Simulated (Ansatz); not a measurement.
**H₃S+ (triplet): wave-function methods side by side at distance S1–H2 = 1.485 Å, 6-31G**

Aim: climb from Hartree-Fock through coupled cluster and multireference methods for H₃S+ (triplet) at one geometry and basis, and see what each rung misses.

The runs use Ansatz 0.2.0, Gaussian basis; 6-31G, core rule «outside noble gas», up to 5 orbitals frozen.

Plan: UHF; CCSD(T) on ROHF; CCSD(T) on UHF; BCCD(T) on ROHF; CISD; CCSDT(Q) on ROHF; CCSDT(Q) on UHF; CISDTQ; CCSDTQ on ROHF; CCSDTQ on UHF; CASSCF and MRCISD+Q, 4 electrons in 4 orbitals; CASSCF and NEVPT2, 4 electrons in 4 orbitals; CASSCF and MRCISD+Q, 8 electrons in 7 orbitals; CASSCF and NEVPT4(SD), 8 electrons in 7 orbitals; CASSCF and NEVPT2, 8 electrons in 7 orbitals; Full CI.

22 further runs of the same task are left out: 1 for a mislabelled method, 16 that didn't finish, 5 set aside as unsound or not needed.

### 1 The geometry

The geometry derives from a PBE0/def2-TZVP stationary point (not a proven minimum). One bond is set to the value named and the two fragments are kept rigid.

4 atoms, charge 1, spin multiplicity 3.

Atoms are counted from 1 here; the program's logs count them from 0.

Bond lengths: S1–H2 1.485 Å, S1–H3 1.520 Å, S1–H4 1.520 Å. Angles: H2–S1–H3 89.9°, H2–S1–H4 89.9°, H3–S1–H4 179.9°.

As a file:

```xyz
4

S     0.0000   -0.0428    0.0000
H     0.0000    1.4422    0.0000
H     0.0000   -0.0409    1.5201
H     0.0000   -0.0409   -1.5201
```

### 2 UHF

in.yaml

```yaml
crystal:
  periodic: [false, false, false]
  atoms:
    - {symbol: S, position_ang: [0.000000, -0.042767, 0.000000]}
    - {symbol: H, position_ang: [0.000000, 1.442233, 0.000000]}
    - {symbol: H, position_ang: [0.000000, -0.040856, 1.520127]}
    - {symbol: H, position_ang: [0.000000, -0.040856, -1.520127]}
basis:
  gaussian: {orbitals: 6-31G}
total_charge: 1
magnetization: {spin_polarized: true, initial_magnetization: 2}
hamiltonian: {xc: hf}
output: {orbitals: {seedname: orbitals}}
```

On the command line:

```sh
ansatz run in.yaml --threads 1 --pin off --events-out ev --progress --plain --max-ram 2393MiB
```

Further steps of the session: CCSD(T) on ROHF; CCSD(T) on UHF; BCCD(T) on ROHF; CISD; CCSDT(Q) on ROHF; CCSDT(Q) on UHF; CISDTQ; CCSDTQ on ROHF; CCSDTQ on UHF; CASSCF and MRCISD+Q, 4 electrons in 4 orbitals; CASSCF and NEVPT2, 4 electrons in 4 orbitals; CASSCF and MRCISD+Q, 8 electrons in 7 orbitals; CASSCF and NEVPT4(SD), 8 electrons in 7 orbitals; CASSCF and NEVPT2, 8 electrons in 7 orbitals; Full CI.

Before running them: what should the planned runs give, taken together? Wanted: FCI below the RHF energy; RMP2 from FCI; UMP2 from FCI; RCCSD from FCI; RCCSD(T) from FCI; UCCSD(T) from FCI; RCCSDT(Q) from FCI; UCCSDT(Q) from FCI; NEVPT2 pair from FCI.

As calculated:

| quantity | value |
| --- | --- |
| FCI below the RHF energy | -2.4002 eV |
| RMP2 from FCI | +62.1 kJ/mol |
| UMP2 from FCI | +63.6 kJ/mol |
| RCCSD from FCI | +3.2 kJ/mol |
| RCCSD(T) from FCI | +0.9 kJ/mol |
| UCCSD(T) from FCI | +0.8 kJ/mol |
| RCCSDT(Q) from FCI | 0.0 kJ/mol |
| UCCSDT(Q) from FCI | 0.0 kJ/mol |
| NEVPT2 pair from FCI | +35.9 kJ/mol |
| NEVPT2 valence from FCI | +14.6 kJ/mol |
| NEVPT4(SD) valence from FCI | +1.6 kJ/mol |
| levels within 1 kcal/mol (43 meV) | RCCSD, UCCSD, RCCSD(T), UCCSD(T), BCCD(T), RCCSDT, UCCSDT, CISDTQ, RCCSDT(Q), UCCSDT(Q), RCCSDTQ, UCCSDTQ, NEVPT4(SD) valence, MRCISD valence, MRCISD+Q valence |
| T1 diagnostic | 0.024 |
| effectively unpaired electrons | 2.04 |

RCCSD(T) misses by +0.9 kJ/mol, 0.4 % of the correlation energy. One determinant dominates. Of the multireference levels listed MRCISD+Q valence comes nearest in total energy (+0.5 kJ/mol), which doesn't show that its space is the better one. These misses are within one basis, not against nature; the frozen cores of restricted and unrestricted runs differ, which can shift their rows.
